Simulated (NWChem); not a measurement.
acetic acid (C2H4O2); SMILES CC(=O)O

```xyz
8

C     -0.0342     1.3883     0.0000
C      0.1062    -0.1045     0.0000
O     -1.0893    -0.7161     0.0000
O      1.1418    -0.7142     0.0000
H      0.9582     1.8512     0.0000
H     -0.6027     1.7099    -0.8848
H     -0.6027     1.7099     0.8848
H     -0.9060    -1.6682     0.0000
```
Atoms are numbered in this order, from 1.

Level: PBE0/def2-SVP (NWChem), optimised geometry, unscaled harmonic frequencies. 

| frequency (cm⁻¹) | IR intensity (km/mol) |
|---|---|
| 76 | 0.9 |
| 426 | 4.1 |
| 549 | 21.5 |
| 601 | 46.5 |
| 690 | 101.9 |
| 895 | 4.3 |
| 995 | 33.2 |
| 1056 | 13.1 |
| 1231 | 202.7 |
| 1337 | 11.5 |
| 1427 | 113.1 |
| 1441 | 42.0 |
| 1446 | 11.8 |
| 1908 | 326.5 |
| 3082 | 0.4 |
| 3173 | 0.8 |
| 3222 | 1.0 |
| 3809 | 75.7 |

```yaml
zero_point_energy: 39.1 kcal/mol
thermal correction to the enthalpy at 298.15 K (with zero-point energy): 42.5 kcal/mol
heat capacity Cv: 14.2 cal/(mol K)
entropy at 298.15 K and 1 atm (symmetry number 1): 68.6 cal/(mol K)
dipole_moment: 1.66 D
```

Rigid rotor and harmonic oscillator; modes under 100 cm⁻¹ make the entropy uncertain.
